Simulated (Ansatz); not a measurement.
Cuprite Ag₂O

These are BLYP in Ansatz (PAW) values and carry that method's errors.

Numerical settings: plane-wave cutoff 520 eV, 8×8×8 k mesh, Fermi–Dirac smearing 0.01 eV, no spin polarisation, scalar-relativistic PAW data made under PBE.

Cell: relaxed at this level.

- equilibrium volume per atom = 19.67 Å³/atom
- bulk modulus = 60.2 GPa
- equilibrium lattice constant a = 4.905 Å
- band gap = none
- pressure derivative B′ of the bulk modulus = 5.2

Measured, for comparison: band gap 1.2 eV (temperature not stated, not corrected to a static lattice, photoconductivity; as tabulated in He and Franchini (2017), arXiv:1706.08159); equilibrium volume per atom 17.81 Å³/atom, lattice constant a 4.745 Å (15 K, zero-point motion not removed; as tabulated in Gupta et al. (2014), arXiv:1311.4701). Computed (rounded) less measured: equilibrium volume per atom +10.4 %, lattice constant a +3.4 %.

Note: the cell is over a tenth larger than the published one: the level's own overestimate first of all, though another phase or state, or a fault of the published cell, is possible; the gap of the solid is closed in this run; this level leaves the solid without a gap, although one is measured.

Spin–orbit coupling is not included.

Computed values are for the static lattice.

It cost about 3 core-minutes (a rough figure) of CPU time.

Ansatz is a first-principles code.
